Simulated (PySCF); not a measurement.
Work out the structure from these simulated measurements.

Formula: C4H6O.

| Item | Value |
| --- | --- |
| Rotational structure | rotational constants A, B, C: 35.180, 2.520, 2.352 GHz [PBE0-D3(BJ)/def2-SVP] |
| Couplings | largest of the computed one-bond spin–spin couplings (means over like bonds): 13C–1H +181.8 (×2), 13C–1H +174.8 (×2), 13C–1H +169.5 (×2), 13C–13C +92.8 (×2), 17O–13C +23.0 (×2) Hz [B3LYP/pcJ-1, spin–dipole term left out] |
| Dipole | 1.39 D [PBE0/pcSseg-1] |
| NMR, other nuclei | isotropic shieldings of nuclei other than C and H, by class: 131 (1 O) ppm [GIAO PBE0/pcSseg-1] |
| 13C NMR | chemical shifts (computed TMS as zero) by class: 156.5 (2 C), 95.7 (2 C) ppm [GIAO PBE0/pcSseg-1] |
| 1H NMR | chemical shifts (computed TMS as zero) by class: 6.22 (2 H), 4.81 (2 H), 4.28 (2 H) ppm [GIAO PBE0/pcSseg-1] |

Electronic properties: PySCF, gas phase, density fitting. Levels stand in brackets. Isolated species at its PBE0-D3(BJ)/def2-SVP geometry (one conformer only). NMR classes are plain means over equivalent atoms (diastereotopic ones count apart unless rotation or inversion swaps them), as if these changed places fast.

Question: Propose a structure and show how it fits.

Answer: Numbering: `[CH2:1]=[CH:2][O:3][CH:4]=[CH2:5]`. Its formula, C4H6O, gives 2 degrees of unsaturation: 0 rings and 2 π bonds in the structure found. 4 carbons fall into 2 classes; from least to most shielded: vinylic carbon bearing oxygen [C2/C4] (156.5 ppm, 2 C), terminal =CH2 carbon [C1/C5] (95.7 ppm, 2 C). Hydrogen classes from least to most shielded: 2 H on 2 like atoms (vinylic carbon bearing oxygen), C2/C4 (6.22 ppm), 2 H on 2 terminal =CH2 carbons, C1/C5 (4.81 ppm), 2 H on 2 terminal =CH2 carbons, C1/C5 (4.28 ppm). The other shieldings belong to: 131 ppm, ether oxygen [O3]. The couplings run between: +181.8 Hz, vinylic carbon bearing oxygen [C2] and its hydrogen (with 1 like pair); +174.8 Hz, terminal =CH2 carbon [C1] and its hydrogen (with 1 like pair); +169.5 Hz, terminal =CH2 carbon [C1] and its hydrogen (with 1 like pair); +92.8 Hz, terminal =CH2 carbon [C1] and vinylic carbon bearing oxygen [C2] (with 1 like pair); +23.0 Hz, ether oxygen [O3] and vinylic carbon bearing oxygen [C2] (with 1 like pair). By its constants the optimised geometry is an asymmetric top. Structure: vinyl ether (`C=COC=C`). Computed isomers that give other values at the same levels: `CCC=C=O` (rotational constant A: 18.531 GHz; this holds for the one conformer computed); `O[C@]12C[C@H]1C2` (rotational constant A: 8.809 GHz; this holds for the one conformer computed); `O=C1CCC1` (rotational constant A: 10.840 GHz; this holds for the one conformer computed). The assignments are read from this structure; whether some other isomer fits the data as well wasn't checked.

Conformer computed: `[CH2:1]=[CH:2][O:3][CH:4]=[CH2:5]`: C1–C2–O3–C4 -177°, C2–O3–C4–C5 179°.
